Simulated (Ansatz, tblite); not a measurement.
# AsSbSbSb tetrahedron (Sb₃As): removing an electron

One table from this session's results is given with a row withheld; the runs are named, their logs left out.

Method: as each input shows; program: Ansatz 0.2.0, Gaussian basis.

The runs, in order: charge +1 doublet, at the geometry of the singlet (PBE0-D4/def2-TZVP, PBE-D4/def2-TZVP, r2SCAN-D4/def2-TZVP, CCSD(T)/def2-SVP); charge +1 doublet, relaxed (PBE0-D4/def2-TZVP, PBE-D4/def2-TZVP); the starting singlet's energies come from earlier runs.

## The geometry

The geometry is that of the singlet, from an earlier relaxation (PBE-D4/def2-SVP).

4 atoms, charge 0, spin multiplicity 1.

Atoms are counted from 1 here; the program's logs count them from 0.

Bond lengths: As1–Sb2 2.681 Å, As1–Sb3 2.681 Å, As1–Sb4 2.681 Å. Angles: Sb2–As1–Sb3 64.2°, Sb2–As1–Sb4 64.2°, Sb3–As1–Sb4 64.2°.

Sb takes a core potential in the def2 sets. No spin-orbit coupling is included.

Set-up of the first run:

in.yaml reads:

```yaml
crystal:
  periodic: [false, false, false]
  atoms:
    - {symbol: As, position_ang: [1.255165, 0.729160, 0.641576]}
    - {symbol: Sb, position_ang: [-1.225865, 1.190118, -0.262960]}
    - {symbol: Sb, position_ang: [0.506641, -0.710576, -1.492201]}
    - {symbol: Sb, position_ang: [-0.535931, -1.208702, 1.113595]}
basis:
  gaussian: {orbitals: def2-SVP}
total_charge: 1
magnetization: {spin_polarized: true, initial_magnetization: 1}
hamiltonian: {xc: pbe0, dispersion: d4}
output: {orbitals: {seedname: orbitals}}
```

On the command line:

```
$ ansatz run in.yaml --threads 4 --pin off --events-out ev --progress --plain --max-ram 3916MiB
```

Steps of the session up to this table: Charge +1 doublet at the fixed geometry, first pass, PBE0-D4/def2-SVP; Charge +1 doublet at the fixed geometry, PBE0-D4/def2-TZVP; Charge +1 doublet at the fixed geometry, PBE-D4/def2-TZVP; Charge +1 doublet at the fixed geometry, r2SCAN-D4/def2-TZVP; Charge +1 doublet at the fixed geometry, CCSD(T)/def2-SVP.

One table of the session follows, with a row left open; its other results are not shown here.

It belongs to the step «Vertical ionisation energy». 

```
             method  vertical ionisation energy (eV)
        HF/def2-SVP                                ?
   PBE-D4/def2-TZVP                             7.89
r2SCAN-D4/def2-TZVP                             8.00
  PBE0-D4/def2-TZVP                             8.00
       MP2/def2-SVP                             8.16
      CCSD/def2-SVP                             7.92
   CCSD(T)/def2-SVP                             7.94
```

Estimate the missing values for HF/def2-SVP.

As computed: vertical ionisation energy (eV): 7.38. In the column «vertical ionisation energy (eV)» it is the lowest.
